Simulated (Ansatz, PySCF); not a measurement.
Process, species as SMILES: P#P [phosphanylidynephosphane] + 3 [H][H] (H2) → 2 P (PH3)

Property: energy of full hydrogenation (enthalpy at 298 K), in kcal/mol. Conventions: 6-31G* and kin with 6d, 5d where marked; LANL2DZ with its own core potentials from Na on; 6-311+G** with 5d, 6d on Na to Ar in Ansatz (a program for electronic structure); spin-orbit terms left out; no dispersion term unless named; non-relativistic; frozen cores in correlated levels. First-principles rows: single points at B3LYP-D3(BJ) geometries (Ansatz), with unscaled harmonic terms from B3LYP/6-31G* at its own minima. The Hartree-Fock reference of P#P is unstable towards a lower, spin-broken solution.

Measured values: Active Thermochemical Tables 1.112 (ions: stationary electron), as tabulated in the package chemicals; G2/97 table in ASE (Curtiss et al.); they hold spin-orbit and core effects, anharmonicity. 

Value to compare with, the measured value: -31.7 kcal/mol.

```json
[
 {"level": "HF/6-31G*", "program": "Ansatz", "energy of full hydrogenation (enthalpy at 298 K) (kcal/mol)": "-50.4", "error": "-18.7"},
 {"level": "PBE/def2-SVP", "program": "Ansatz", "energy of full hydrogenation (enthalpy at 298 K) (kcal/mol)": "-41.0", "error": "-9.3"},
 {"level": "BP86/6-31G* (5d)", "program": "PySCF", "energy of full hydrogenation (enthalpy at 298 K) (kcal/mol)": "-31.2", "error": "0.5"},
 {"level": "B3LYP/6-311+G**", "program": "Ansatz", "energy of full hydrogenation (enthalpy at 298 K) (kcal/mol)": "-36.9", "error": "-5.2"},
 {"level": "M06-2X/6-31G* (5d)", "program": "PySCF", "energy of full hydrogenation (enthalpy at 298 K) (kcal/mol)": "-35.1", "error": "-3.4"},
 {"level": "MP2/LANL2DZ", "program": "Ansatz", "energy of full hydrogenation (enthalpy at 298 K) (kcal/mol)": "-3.8", "error": "27.9"},
 {"level": "wB97X-V/def2-TZVPD", "program": "Ansatz", "energy of full hydrogenation (enthalpy at 298 K) (kcal/mol)": "-45.5", "error": "-13.8"}
]
```

Among the 6 habitual levels, MP2/LANL2DZ lies farthest from the measured value (27.9 kcal/mol) and BP86/6-31G* (5d) nearest (0.5); 2 of 6 lie above it, and their mean absolute error is 10.8 kcal/mol, the median 7.2. One case shows no general order.

The levels are drawn from those run, B3LYP/6-31G* more often than the rest, none by its result; runs whose electronic state is in doubt are left out.
